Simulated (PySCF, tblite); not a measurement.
Dissociation curve of SMILES C. The C1–H5 bond (C1 also carries H, H, H; H5 carries nothing else) is pulled apart rigidly from the PBE0/def2-TZVP optimised geometry.

Methods: RKS-B3LYP/6-31G* = restricted B3LYP/6-31G*, spherical d in PySCF; UKS-B3LYP/6-31G* = unrestricted B3LYP/6-31G*, spherical d in PySCF 2.14.0; GFN2-xTB, 300 K electronic temperature (tblite); UCCSD(T) = CCSD(T) on UHF/6-31G, 1 core orbital frozen in PySCF 2.14.0.

Energies relative to the lowest point of each curve near equilibrium, in kcal/mol; the last columns give the difference from UCCSD(T):

| R / Å | RKS-B3LYP/6-31G* | UKS-B3LYP/6-31G* | GFN2-xTB | UCCSD(T) | RKS-B3LYP/6-31G* − UCCSD(T) | UKS-B3LYP/6-31G* − UCCSD(T) | GFN2-xTB − UCCSD(T) |
|---|---|---|---|---|---|---|---|
| 0.88 | 27.7 | 27.7 | 25.0 | 29.5 | -1.8 | -1.8 | -4.6 |
| 0.92 | 16.8 | 16.8 | 14.5 | 18.1 | -1.3 | -1.3 | -3.6 |
| 0.97 | 7.6 | 7.6 | 6.1 | 8.5 | -0.9 | -0.9 | -2.4 |
| 1.04 | 1.2 | 1.2 | 0.7 | 1.6 | -0.3 | -0.3 | -0.8 |
| 1.09 | 0.0 | 0.0 | 0.0 | 0.0 | 0.0 | 0.0 | 0.0 |
| 1.13 | 0.5 | 0.5 | 0.8 | 0.3 | 0.2 | 0.2 | 0.5 |
| 1.15 | 1.1 | 1.1 | 1.5 | 0.8 | 0.3 | 0.3 | 0.8 |
| 1.21 | 4.3 | 4.3 | 4.9 | 3.6 | 0.7 | 0.7 | 1.3 |
| 1.27 | 8.8 | 8.8 | 9.5 | 7.8 | 1.0 | 1.0 | 1.6 |
| 1.36 | 17.3 | 17.3 | 17.7 | 15.7 | 1.6 | 1.6 | 2.0 |
| 1.46 | 28.0 | 28.0 | 27.9 | 25.6 | 2.4 | 2.4 | 2.2 |
| 1.63 | 46.9 | 46.9 | 45.8 | 42.8 | 4.2 | 4.2 | 3.1 |
| 1.78 | 63.0 | 63.0 | 61.1 | 57.1 | 6.0 | 6.0 | 4.0 |
| 1.96 | 80.7 | 80.7 | 77.8 | 71.8 | 8.9 | 8.9 | 5.9 |
| 2.16 | 97.9 | 97.9 | 93.6 | 84.7 | 13.1 | 13.1 | 8.9 |
| 2.38 | 113.7 | 113.7 | 107.8 | 95.0 | 18.7 | 18.7 | 12.7 |
| 2.64 | 128.8 | 128.8 | 120.3 | 102.6 | 26.2 | 26.2 | 17.7 |
| 2.93 | 141.8 | 141.8 | 129.7 | 106.2 | 35.6 | 35.6 | 23.6 |
| 3.26 | 152.7 | 152.7 | 136.2 | 107.3 | 45.4 | 45.4 | 28.8 |
| 3.78 | 164.1 | 164.1 | 140.3 | 107.8 | 56.3 | 56.3 | 32.5 |

RKS-B3LYP/6-31G* is furthest from UCCSD(T) at 3.78 (56.3 kcal/mol, above); its mean absolute difference over the points is 11.2 kcal/mol.

UKS-B3LYP/6-31G* is furthest from UCCSD(T) at 3.78 (56.3 kcal/mol, above); its mean absolute difference over the points is 11.2 kcal/mol.

GFN2-xTB is furthest from UCCSD(T) at 3.78 (32.5 kcal/mol, above); its mean absolute difference over the points is 7.9 kcal/mol.

The restricted form behind RKS-B3LYP/6-31G* keeps the bonding electrons paired and can't separate into open-shell fragments. The unrestricted determinant behind UCCSD(T) is spin-contaminated at 1.78 to 3.78 Å (<S²> up to 1.0, against 0.00 for a pure singlet).
